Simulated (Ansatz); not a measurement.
Mulliken charges of `FC1=CCC1` from PBE/def2-TZVPP in Ansatz (PBE0-D4/def2-TZVP geometry).

| atom | x (Å) | y (Å) | z (Å) | charge (e) |
| --- | --- | --- | --- | --- |
| F1 | 0.268 | 0.493 | 2.324 | -0.154 |
| C2 | 0.119 | 0.115 | 1.064 | 0.190 |
| C3 | -0.027 | -1.067 | 0.477 | -0.234 |
| C4 | -0.108 | -0.413 | -0.887 | -0.051 |
| C5 | 0.067 | 0.959 | -0.162 | -0.132 |
| H6 | -0.073 | -2.092 | 0.816 | 0.106 |
| H7 | 0.705 | -0.657 | -1.575 | 0.066 |
| H8 | -1.064 | -0.522 | -1.405 | 0.066 |
| H9 | -0.787 | 1.636 | -0.241 | 0.072 |
| H10 | 0.983 | 1.499 | -0.410 | 0.072 |

Q: By hand: the dipole of these point charges (1 e Å = 4.8032 D).

A: Σ q r = (-0.033, 0.016, -0.358) e Å, of length 0.360 e Å = 1.73 D.

Q: How does the dipole of the full density compare? (Best estimate.)

A: Ansatz gave: (-0.028, -0.018, -0.280) e Å, 1.35 D; the point charges give 1.28 times that, at 6° from its direction.

Point charges leave out the atoms' own dipoles, such as those of lone pairs, and Mulliken's split depends on the basis, so the two needn't agree.
